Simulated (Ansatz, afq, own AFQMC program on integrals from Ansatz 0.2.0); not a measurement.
Atomization energy of GaBN, doublet

```json
{"atom": "B", "x (Å)": "0.0000", "y (Å)": "0.0000", "z (Å)": "-1.4672"}
{"atom": "N", "x (Å)": "0.0000", "y (Å)": "0.0000", "z (Å)": "-0.2052"}
{"atom": "Ga", "x (Å)": "0.0000", "y (Å)": "0.0000", "z (Å)": "1.6724"}
```

Connectivity, by distances: B–N–Ga.

Atoms in their ground-state spins without spin–orbit coupling (mostly on UHF) minus the molecule (UHF), without zero-point energy. The geometry is a stationary point, not shown to be a minimum.

Basis cc-pVDZ. Noble-gas cores (and the filled d shells of Ga–Kr and In–Xe) are frozen. Integrals, coupled cluster, full CI and functionals: Ansatz 0.2.0; the random walks run on the same integrals in our own AFQMC program. The CISD trial takes its coefficients from CCSD amplitudes. Released means that phaseless walkers are propagated on without the constraint, phases kept. Free AFQMC starts from the CCSD state and is never constrained. Its projection time is finite, and what remains of the start isn't in its error. Uncertainties: one standard error, sampling alone. No spin–orbit coupling. The errors of all members are added in quadrature.

No full CI on the walks' own integrals is used here; CCSDT(Q) serves as the reference and is uncertain by about the last step of the cluster series. Each member takes its own surest rung, up to full CI.

The best estimate is CCSD(T) at the basis-set limit (CBS: def2-TZVPP and def2-QZVPP, with their diffuse functions for anions and beside diffuse sets, MP2 extrapolated, CCSD(T) minus MP2 from TZVPP) plus the step from CCSD(T) to CCSDT(Q) in cc-pVDZ. Rows without CBS are in cc-pVDZ; B2PLYP and the wave-function rows carry a basis error of their own. Core correlation and relativity beyond core potentials are missing, and ± holds the sampling alone.

Cautions: inner d shell frozen; no relativity below Rb; no spin-orbit coupling; GaBN (doublet): unrestricted determinant slightly spin contaminated (⟨S²⟩ 0.83 against 0.75), its ph-AFQMC/CISD value lies 65 ± 21 meV above CCSDT(Q).

```csv
level,atomization energy (eV)
MP2,9.083
CCSD,8.156
HF,5.867
```

Q: From these cheaper values, estimate the atomization energy at the level of the best estimate.

A: 9.681 eV (best estimate, highest rung CCSDT(Q)).

```
                  level  atomization energy (eV)  error against the best estimate (eV)
                CCSD(T)                    8.440                                -1.241
          ph-AFQMC/CISD            8.425 ± 0.021                        -1.255 ± 0.021
         released AFQMC            8.480 ± 0.039                        -1.201 ± 0.039
             free AFQMC            8.451 ± 0.032                        -1.230 ± 0.032
                 HF/CBS                    6.207                                -3.474
                MP2/CBS                   10.251                                 0.570
            CCSD(T)/CBS                    9.635                                -0.046
surest rungs in cc-pVDZ                    8.486                                -1.195
```

Correlation beyond CCSD(T) adds 0.046 eV. Going to the basis-set limit adds 1.195 eV at CCSD(T). The perturbative (T) step is worth +0.284 eV.

Best estimates are given only where the step beyond CCSD(T) is under 0.3 eV and no member's determinant is very poor (T1 over 0.05, or 0.07 for open shells, ⟨S²⟩ too high by 0.3, two states mixed), so the hardest cases are missing from such tables.

Free projections are given only where their last times agree within the noise and don't stop above the reference; a slow remainder of the start can still hide under it. Each member of a difference takes its own highest rung, so a best estimate needn't equal the limit plus the step of one row. A walk keeps the symmetry of its determinant, which the program's search chose and which needn't be the lowest solution, so a lower state of the same spin and another symmetry isn't excluded. Released energies are given only where the last usable release times agree within the noise; a slower fall can still hide under it.
